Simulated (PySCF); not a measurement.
PySCF input (B3PW91/6-31G* (5d)):

```python
from pyscf import gto, dft

mol = gto.M(
    atom='''
    Cl    0.00000000    0.00000000    0.00000000
    ''',
    basis='6-31g*',
    charge=-1,
    spin=0,
    verbose=4,
)

mf = dft.RKS(mol, xc='b3pw91')
mf.grids.level = 3
mf.conv_tol = 1e-9
mf.max_cycle = 100
mf.max_memory = 1500
mf.kernel()
if not mf.converged:
    mf = mf.newton()
    mf.kernel(mf.make_rdm1())
mf.dip_moment()
```

Problem. Predict the final energy.

Solution. -460.19614 Eh.
